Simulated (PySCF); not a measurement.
## Molecular orbitals of SN⁺

HSE06 at R = 1.436 Å; basis S aug-pcseg-1, N aug-pcseg-1; no relativity; PySCF 2.14. State: ¹Σ⁺ (singlet), closed shell. Only the outer orbitals are listed, counted within each symmetry.

```json
{"orbital": "5σ", "occ.": "2", "ε (eV)": "-36.08", "on S (%)": "46", "main shells (%)": "46 N s, 35 S s, 9 S p"}
{"orbital": "6σ", "occ.": "2", "ε (eV)": "-25.21", "on S (%)": "71", "main shells (%)": "56 S s, 26 N s, 15 S p"}
{"orbital": "2π", "occ.": "2", "ε (eV)": "-19.89", "on S (%)": "48", "main shells (%)": "49 N p, 47 S p"}
{"orbital": "2π", "occ.": "2", "ε (eV)": "-19.89", "on S (%)": "48", "main shells (%)": "49 N p, 47 S p"}
{"orbital": "7σ", "occ.": "2", "ε (eV)": "-19.45", "on S (%)": "29", "main shells (%)": "48 N p, 26 S p, 23 N s"}
{"orbital": "3π", "occ.": "0", "ε (eV)": "-12.34", "on S (%)": "55", "main shells (%)": "50 S p, 48 N p"}
{"orbital": "3π", "occ.": "0", "ε (eV)": "-12.34", "on S (%)": "55", "main shells (%)": "50 S p, 48 N p"}
{"orbital": "8σ", "occ.": "0", "ε (eV)": "-6.64", "on S (%)": "109", "main shells (%)": "61 S p, 28 S d, 19 S s"}
```

Problem. Which are the highest filled and the lowest empty level, where do they sit, and how wide is the gap?

Solution. Highest filled 7σ at -19.45 eV (in %: 48 N p, 26 S p, 23 N s); lowest empty 3π at -12.34 eV (in %: 50 S p, 48 N p); the gap at HSE06 is 7.11 eV.

```json
{
  "bond order (Mayer)": "2.76",
  "⟨S²⟩": "0.000",
  "charge on S (Mulliken, basis-dependent)": "1.15",
  "charge on S (Löwdin, basis-dependent)": "1.32",
  "dipole moment (positive dipole points towards N; it is taken about the centre of mass and depends on that origin)": "-1.99 D"
}
```

Shares are Mulliken populations and can fall outside 0 to 100 %.
